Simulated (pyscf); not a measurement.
`[OH2]` + `[OH]` [doublet] → `[OH2]` + `[OH]` [doublet] (four-centre exchange; doublet surface; H–O, H–O broken, H–O, H–O formed). Structures and frequencies: ωB97X-D3(BJ)/def2-SVP in PySCF. MP2 and CC: frozen core, UHF for open shells. ΔMP2 is the change of the MP2 total energy from the triple- to the quadruple-zeta basis. Energies in eV from the separated reactants.

| level | barrier | reaction energy |
|---|---|---|
| ωB97X-D3(BJ)/def2-TZVP | 1.74 | 0.00 |
| r²SCAN/def2-TZVP | 1.48 | 0.00 |
| PBE0-D3(BJ)/def2-TZVP | 1.57 | 0.00 |
| ωB97M-D3(BJ)/def2-TZVP | 1.71 | 0.00 |
| HF/def2-TZVP | ___ | 0.00 |
| MP2/def2-QZVPP | 1.84 | 0.00 |
| CCSD(T)/def2-TZVPP + ΔMP2(QZVPP) | ___ | 0.00 |

**Question.** Some entries are withheld; supply them.

**Answer.** 
- HF/def2-TZVP, barrier: 2.67
- CCSD(T)/def2-TZVPP + ΔMP2(QZVPP), barrier: 1.90

Of the functionals in the table, ωB97X-D3(BJ) is closest to CCSD(T)/def2-TZVPP + ΔMP2(QZVPP) in the barrier (0.16 eV apart) and r²SCAN least close (0.42 eV); that level has limits of its own. On the reactant side the descent ends in a complex, 0.29 eV under the separated species and 2.03 eV under the saddle at ωB97X-D3(BJ)/def2-TZVP. On the product side the descent ends in a complex, 0.29 eV under the separated species and 2.03 eV under the saddle at ωB97X-D3(BJ)/def2-TZVP. Another saddle between the same species, by other bonds, lies lower (0.25 eV against 1.71 eV at ωB97M-D3(BJ)). The CCSD(T) − MP2 part came from Ansatz, without density fitting, on the same reference. Left out: the spin-orbit lowering of OH.
